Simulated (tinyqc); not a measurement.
Stretching all distances: RHF, UHF, MP2, CISD and CCSD against full CI in the sto-3g basis, for H2O, spin multiplicity 1. Computed by the program tinyqc with PySCF. 

Geometry (angstrom):
```
atom       x        y       z
O     0.0000   0.0000  0.0000
H     0.0000   0.7710  0.4630
H     0.0000  -0.7710  0.4630
```

All coordinates are multiplied by the scale. c0^2 is the weight of the RHF determinant in the lowest singlet FCI state (UHF is spin-contaminated and may lie near states of higher spin) and n(LUMO) the first natural occupation beyond the occupied space.

Full CI energy (hartree) and errors against it (kcal/mol):
```
scale  distance 1-2 (angstrom)     E(FCI)      RHF     UHF     MP2    CISD      CCSD  <S^2> UHF   c0^2  n(LUMO)
0.900                    0.809  -74.89187   20.154  20.154   5.150   0.163     0.050      0.000  0.987    0.014
1.210                    1.088  -74.99873   42.169  42.169  13.398   1.027     0.177      0.000  0.954    0.050
1.530                    1.376  -74.90677   83.833  66.186  30.254   5.569     0.555      0.840  0.858    0.163
1.840                    1.655  -74.81874  142.585  38.237  52.795  17.902  1.69e-04      1.591  0.691    0.368
2.150                    1.934  -74.76782  212.383  14.624  80.184  38.705    -5.880      1.859  0.469    0.617
```

UHF parts from RHF first at scale 1.53 of those listed, where <S^2> leaves zero. The weight c0^2 goes from 0.99 to 0.47 and n(LUMO) from 0.01 to 0.62: static correlation grows as the bonds break into open-shell fragments. The spread of the error along the curve, which distorts its shape, is CCSD 6.4, CISD 38.5, UHF 51.6, MP2 75.0, RHF 192.2 kcal/mol. Below FCI somewhere: CCSD, as non-variational methods may be.
